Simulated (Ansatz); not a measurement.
**B₂H₂+ (quartet): from Hartree-Fock to the top rungs, cc-pVTZ**

How much of the correlation energy of B₂H₂+ (quartet) does each wave-function method recover here?

Computed with Ansatz 0.2.0, Gaussian basis. Level: cc-pVTZ, core rule «outside noble gas», up to 2 orbitals frozen.

To be run: UHF; CCSD(T) on ROHF; CCSD(T) on UHF; BCCD(T) on ROHF; CCSDT(Q) on ROHF; CCSDT(Q) on UHF; CASSCF and MRCISD+Q, 7 electrons in 10 orbitals; CASSCF and NEVPT2, 7 electrons in 10 orbitals.

7 further runs of the same task are left out: 3 for a known fault of the program, 4 set aside as unsound or not needed.

### Step 1. What is computed

The geometry is a PBE0/def2-TZVP stationary point (not a proven minimum) of the parent state, kept for this charge and spin.

4 atoms, charge 1, spin multiplicity 4.

Atoms are counted from 1 here; the program's logs count them from 0.

Bond lengths: B1–B2 1.585 Å, B1–H3 1.197 Å, B1–H4 1.197 Å. Angles: B2–B1–H3 118.9°, B2–B1–H4 118.9°, H3–B1–H4 122.2°.

### Step 2. UHF

in.yaml

```yaml
crystal:
  periodic: [false, false, false]
  atoms:
    - {symbol: B, position_ang: [0.000000, 0.000000, 0.675628]}
    - {symbol: B, position_ang: [0.000000, 0.000000, -0.909454]}
    - {symbol: H, position_ang: [0.000000, 1.047868, 1.253990]}
    - {symbol: H, position_ang: [0.000000, -1.047868, 1.253990]}
basis:
  gaussian: {orbitals: cc-pVTZ}
total_charge: 1
magnetization: {spin_polarized: true, initial_magnetization: 3}
hamiltonian: {xc: hf}
output: {orbitals: {seedname: orbitals}}
```

The run is started by

```bash
$ ansatz run in.yaml --threads 1 --pin off --events-out ev --progress --plain --max-ram 4096MiB --backend cpu
```

After this run come: CCSD(T) on ROHF; CCSD(T) on UHF; BCCD(T) on ROHF; CCSDT(Q) on ROHF; CCSDT(Q) on UHF; CASSCF and MRCISD+Q, 7 electrons in 10 orbitals; CASSCF and NEVPT2, 7 electrons in 10 orbitals.

**Question.** What will the summary of the whole plan be? Wanted: UCCSDT(Q) below the RHF energy; RMP2 from UCCSDT(Q); UMP2 from UCCSDT(Q); RCCSD from UCCSDT(Q); RCCSD(T) from UCCSDT(Q); UCCSD(T) from UCCSDT(Q); RCCSDT(Q) from UCCSDT(Q); NEVPT2 valence from UCCSDT(Q); MRCISD+Q valence from UCCSDT(Q).

**Answer**, as computed:

| quantity | value |
| --- | --- |
| UCCSDT(Q) below the RHF energy | -4.2510 eV |
| RMP2 from UCCSDT(Q) | +21.79 kcal/mol |
| UMP2 from UCCSDT(Q) | +23.06 kcal/mol |
| RCCSD from UCCSDT(Q) | +4.79 kcal/mol |
| RCCSD(T) from UCCSDT(Q) | +0.99 kcal/mol |
| UCCSD(T) from UCCSDT(Q) | +0.99 kcal/mol |
| RCCSDT(Q) from UCCSDT(Q) | +0.02 kcal/mol |
| NEVPT2 valence from UCCSDT(Q) | +15.66 kcal/mol |
| MRCISD+Q valence from UCCSDT(Q) | +4.55 kcal/mol |
| levels within 1 kcal/mol (43 meV) | RCCSD(T), UCCSD(T), BCCD(T), RCCSDT, UCCSDT, RCCSDT(Q) |
| T1 diagnostic | 0.028 |
| effectively unpaired electrons | 3.02 |

What this shows: RCCSD(T) misses by +0.99 kcal/mol, 1.0 % of the correlation energy. One determinant dominates. Of the multireference levels listed MRCISD+Q valence comes nearest in total energy (+4.55 kcal/mol), which doesn't show that its space is the better one. Coupled cluster took another determinant than the lowest Hartree-Fock one. These misses are within one basis, not against nature; the frozen cores of restricted and unrestricted runs differ, which can shift their rows.
